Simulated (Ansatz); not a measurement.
Relaxation of C3H7NS (12 atoms, charge 0, multiplicity 1), to a largest force component of 0.015 eV/Å in at most 40 steps.

All numbers below come from RKS r2SCAN/6-31G (Ansatz 0.2.0).

```xyz
12
Properties=species:S:1:pos:R:3
C -1.050 0.402 0.679
N 0.086 -0.376 0.476
C 1.212 0.464 0.115
S 1.914 -0.941 -0.851
C 0.029 -1.090 -0.825
H -1.977 -0.175 0.811
H -1.276 1.121 -0.171
H -0.953 1.076 1.563
H 1.877 0.759 1.022
H 1.044 1.358 -0.449
H -0.480 -0.561 -1.612
H -0.349 -2.093 -0.725
```

Q: Where does it end, and by what steps?

A: The run converged. Limits of this set-up: no polarisation functions. After 6 steps the energy has fallen by 0.687 eV; S4 moved furthest, 0.30 Å.

| step | energy less start (eV) | largest force component (eV/Å) | accepted |
| --- | --- | --- | --- |
| 0 | 0.0000 | 3.569 | yes |
| 1 | -0.6151 | 1.214 | yes |
| 2 | -0.6718 | 0.380 | yes |
| 3 | -0.6845 | 0.079 | yes |
| 4 | -0.6849 | 0.295 | yes |
| 5 | -0.6866 | 0.028 | yes |
| 6 | -0.6867 | 0.011 | yes |

```xyz
12
Properties=species:S:1:pos:R:3
C -1.157 0.519 0.645
N 0.043 -0.270 0.393
C 1.304 0.469 0.182
S 1.905 -0.815 -1.118
C 0.037 -1.145 -0.797
H -2.006 -0.155 0.799
H -1.404 1.216 -0.184
H -1.019 1.102 1.562
H 1.951 0.523 1.060
H 1.176 1.460 -0.284
H -0.572 -0.766 -1.635
H -0.182 -2.194 -0.588
```

Whether the end is a true minimum wasn't checked by a vibrational analysis.

Run time: 39 s on 1 thread of Arm Neoverse V2 (shared host), peak memory 0.16 GiB.
